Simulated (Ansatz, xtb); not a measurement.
# Relative energy of two isomers of C5H9O+

Structure a: `C=C[C+](C)OC`, a singlet. Structure b: `CCCCC#[O+]`, a singlet. Both are isolated ions in the gas phase, relaxed with B3LYP-D3(BJ)/def2-SVP; each stands in its lowest conformer found.

a (Å):

```xyz
15

C    -1.1017   -0.1371   -2.0764
C    -0.3117    0.0098   -0.9905
C    -0.7650   -0.1739    0.3642
C    -2.1412   -0.5444    0.7706
C    -0.0579   -0.1122    2.6736
O     0.1502    0.0153    1.2429
H    -2.1581   -0.4107   -2.0163
H    -0.6935    0.0185   -3.0790
H     0.7419    0.2833   -1.0932
H    -2.1182   -1.4784    1.3579
H    -2.8125   -0.6781   -0.0823
H    -2.5554    0.2359    1.4324
H    -0.3568   -1.1424    2.9106
H     0.9111    0.1222    3.1249
H    -0.8222    0.6057    3.0009
```

b (Å):

```xyz
15

C    -0.5640   -0.1926   -0.2743
C     0.4779   -0.0045   -1.3734
C     1.9303    0.0209   -0.8818
C     2.2996   -1.3633   -0.2348
C     3.6281   -1.3797    0.2774
O     4.6807   -1.3419    0.6644
H    -0.4668    0.5730    0.5121
H    -1.5783   -0.1112   -0.6911
H    -0.5077   -1.1866    0.2030
H     0.3180    0.9613   -1.8805
H     0.3689   -0.7778   -2.1530
H     2.0719    0.8083   -0.1253
H     2.6243    0.2134   -1.7130
H     1.6348   -1.6085    0.6179
H     2.2338   -2.1959   -0.9640
```

Quicker runs give these differences E(b) − E(a): GFN2-xTB +3.1 kcal/mol; HF/STO-3G +0.6 kcal/mol (at GFN2-xTB geometries); r2SCAN-D4/def2-SVP +0.2 kcal/mol (at GFN2-xTB geometries).

Estimate E(b) − E(a) at the level CCSD(T)/def2-SVP + ΔMP2/def2-TZVPP.

Calculated at CCSD(T)/def2-SVP + ΔMP2/def2-TZVPP: E(b) − E(a) = −5.2 kcal/mol, so structure b lies lower.

How the difference moves with the method:

```csv
level,geometry,E(b) − E(a) (kcal/mol),departure from the last row (kcal/mol),"job, with rough time for the two"
GFN2-xTB,GFN2-xTB,+3.1,+8.2,"optimisation, 0.81 s"
HF/STO-3G,GFN2-xTB,+0.6,+5.8,"single point, 1.5 s"
r2SCAN-D4/def2-SVP,GFN2-xTB,+0.2,+5.3,"single point, 8.1 s"
B3LYP-D3(BJ)/def2-SVP,B3LYP-D3(BJ)/def2-SVP,+1.5,+6.7,"optimisation, 61 s"
HF/def2-SVP,B3LYP-D3(BJ)/def2-SVP,+1.1,+6.3,part of the CCSD(T) run
MP2/def2-SVP,B3LYP-D3(BJ)/def2-SVP,−12.5,−7.4,part of the CCSD(T) run
CCSD(T)/def2-SVP,B3LYP-D3(BJ)/def2-SVP,−7.1,−2.0,single point
CCSD(T)/def2-SVP + ΔMP2/def2-TZVPP,B3LYP-D3(BJ)/def2-SVP,−5.2,,"single point, 74 s"
```

As drawn, b has 2 C–C, 1 C≡O in place of 1 C=C, 2 C–O.

GFN2-xTB, HF/STO-3G, B3LYP-D3(BJ)/def2-SVP, HF/def2-SVP put the two in the other order. r2SCAN-D4/def2-SVP finds them nearly level. The largest departure from CCSD(T)/def2-SVP + ΔMP2/def2-TZVPP is that of GFN2-xTB, 8.2 kcal/mol. The last row adds to CCSD(T) the change of the MP2 difference between the two basis sets, here +2.0 kcal/mol.

With thermal terms from frequencies at re-optimised GFN2-xTB minima (ideal gas, soft modes damped towards free rotors, one conformer each, 298.15 K, 1 atm): on the last row, ΔE + ΔZPE = −3.8, ΔH = −4.0, ΔG = −3.8 kcal/mol.

The correlated steps freeze 6 core orbitals. Run with Ansatz 0.2.0, xtb 6.7.1; the last row on 2 threads of Intel(R) Xeon(R) Processor on a shared host.
